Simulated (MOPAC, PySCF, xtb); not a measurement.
System: C₂H₆O, singlet: bend at the central O, local threefold symmetry of each CH3 group. Scanned: C-O-C angle. Other coordinates (O-C length, H-C-O angle, C-H length) were minimised at PBE0/def2-TZVP. Each profile is relative to its own lowest point.

| a / ° | A | B | C |
|---|---|---|---|
| 180 | 45.9 | 58.3 | 53.5 |
| 172.50 | 44.5 | 57.0 | 52.1 |
| 165 | 40.4 | 53.0 | 47.9 |
| 157.50 | 34.2 | 46.4 | 41.5 |
| 150 | 26.7 | 37.6 | 33.5 |
| 142.50 | 18.9 | 27.5 | 24.8 |
| 135 | 11.5 | 17.4 | 16.1 |
| 127.50 | 5.4 | 8.7 | 8.5 |
| 120 | 1.2 | 2.5 | 2.8 |
| 112.50 | 0.0 | 0.0 | 0.0 |
| 105 | 2.9 | 2.6 | 1.3 |
| 97.50 | 11.7 | 12.2 | 8.5 |
| 90 | 29.2 | 31.1 | 24.1 |

Energies in mEh.

**Question.** Assign the columns to these levels of theory: GFN1-xTB run with xtb; PM7, restricted, heats of formation (MOPAC); restricted BP86/6-31G*, spherical d in PySCF.

**Answer.** A is GFN1-xTB; B is PM7; C is RKS-BP86/6-31G*.
